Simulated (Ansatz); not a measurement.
Basis-set extrapolation for C3H5ClO (`CC(Cl)C=O`) (PBE0-D4/def2-TZVP geometry, frozen core, Ansatz 0.2.0). Multiplicity 1, RHF reference.

```tsv
	def2-TZVPP	def2-QZVPP
HF	-650.958370	-650.979774
MP2 correlation	-0.919628	-0.989712
CCSD(T) correlation	-1.000563	not run
```

Energies in hartree. Use E(X) = E(∞) + A·exp(−7.88·√X) for Hartree–Fock and E(X) = E(∞) + B·X^(−2.97) for correlation, with X = 3 and 4, and add CCSD(T) minus MP2 of the smaller set to the MP2 limit.

Q: What is the CCSD(T) energy at the basis-set limit?

A: HF limit: -650.979774 + (-0.021404) × 0.13774 = -650.98272. MP2 limit: -0.989712 + (-0.070084) × 0.74074 = -1.04163. Higher-order term: -1.000563 − (-0.919628) = -0.08094. Total: -652.10529 hartree, 91.8 kcal/mol below CCSD(T)/def2-TZVPP.
